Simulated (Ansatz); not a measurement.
**Chalcopyrite CuGaSe₂**

Level of theory: HSE06 (Ansatz, a first-principles code, plane waves, PAW).

Settings: plane-wave cutoff 460 eV, 6×6×6 k mesh, Fermi–Dirac smearing 0.01 eV, no spin polarisation, scalar-relativistic PAW data made under PBE.

Cell (measured lattice):

```
CuGaSe2
1.0
    2.80955    -2.80955     5.51300
   -2.80955     2.80955     5.51300
   -2.80955    -2.80955    -5.51300
Ga Cu Se
2 2 4
Direct
  0.50000   0.50000   0.00000
  0.25000   0.75000   0.50000
  0.00000   0.00000   0.00000
  0.75000   0.25000   0.50000
  0.87500   0.87438   0.49938
  0.12562   0.62500   0.00062
  0.37500   0.37562   0.50062
  0.62438   0.12500   0.99938
```

```
Item                                     Value
--------  ------------------------------------
band gap  1.43 eV (on the SCF k mesh) (direct)
```

Measured, for comparison: band gap 1.67 eV (temperature not stated, not corrected to a static lattice, direct or pseudo-direct at Γ; as tabulated in Ghosh et al. (2024), arXiv:2401.16805).

Note: cell and atoms aren't relaxed at this level (pressure 1.3 GPa).

Spin–orbit coupling is not included.

The computed numbers hold no vibrational or temperature effects.
